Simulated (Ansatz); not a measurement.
Run this with Ansatz 0.2.0, Python API and show what comes out.

`torsion_c3h3fo.py`
```python
"""Energy of C3H3FO as one group turns about a bond."""

import logging
import sys

import ansatz as az
from ase import Atoms

logging.basicConfig(stream=sys.stdout, format="%(name)s: %(message)s")
log = logging.getLogger("calc")
log.setLevel(logging.INFO)


def main() -> None:
    atoms = Atoms(["O", "C", "C", "C", "F", "H", "H", "H"], positions=[
        (2.4984, -0.5208, -0.7622),
        (1.5113, -0.2728, -0.1762),
        (0.4154, -0.0014, 0.461),
        (-0.9108, 0.1189, -0.1909),
        (-1.828, 0.5579, 0.7135),
        (0.4574, 0.1299, 1.535),
        (-0.8889, 0.8379, -1.015),
        (-1.2549, -0.8496, -0.5653),
    ])

    # start the scan from a relaxed geometry
    first = (
        az.Crystal.molecule_from_ase(atoms).calculation()
        .basis(gaussian="def2-SVP")
        .functional("PBE0")
        .relax(force_tolerance=0.02, max_steps=80)
    )
    atoms.positions = first.run(threads=1).report["positions_ang"]

    start = atoms.get_dihedral(4, 3, 2, 1)
    energies = {}
    for turn in range(0, 360, 30):
        turned = atoms.copy()
        turned.set_dihedral(4, 3, 2, 1, start + turn, indices=[0, 1, 2, 5])
        calculation = az.Crystal.molecule_from_ase(turned).calculation()
        calculation = calculation.basis(gaussian="def2-SVP")
        calculation = calculation.functional("PBE0")
        energies[round((start + turn) % 360)] = calculation.run(threads=1).report["free_energy_ev"]
    floor = min(energies.values())
    log.info("dihedral F4-C3-C2-C1 (deg)   E - E(min) (kJ/mol)")
    for angle, e in sorted(energies.items()):
        log.info(f"{angle:8d} {96.485332 * (e - floor):14.3f}  " + "#" * int(30 * (e - floor) / max(max(energies.values()) - floor, 1e-9)))


if __name__ == "__main__":
    main()
```

Running `python torsion_c3h3fo.py` prints:
```text
calc: dihedral F4-C3-C2-C1 (deg)   E - E(min) (kJ/mol)
calc:       22         10.292  ##############
calc:       52          9.191  #############
calc:       82          4.710  ######
calc:      112          2.013  ##
calc:      142          9.367  #############
calc:      172         21.047  ##############################
calc:      202         18.944  ###########################
calc:      232          6.046  ########
calc:      262          0.000
calc:      292          3.956  #####
calc:      322          8.989  ############
calc:      352         10.364  ##############
```

The scan is rigid and the energies are electronic, in a modest basis. With rigid groups the curve can differ much from the relaxed path, the start wasn't checked as a minimum of this torsion, and equivalent turns needn't return to the same energy. It ran for 56 s on 1 thread of Intel(R) Xeon(R) CPU @ 2.60GHz (Ice Lake) (shared host), peak memory 0.24 GiB.
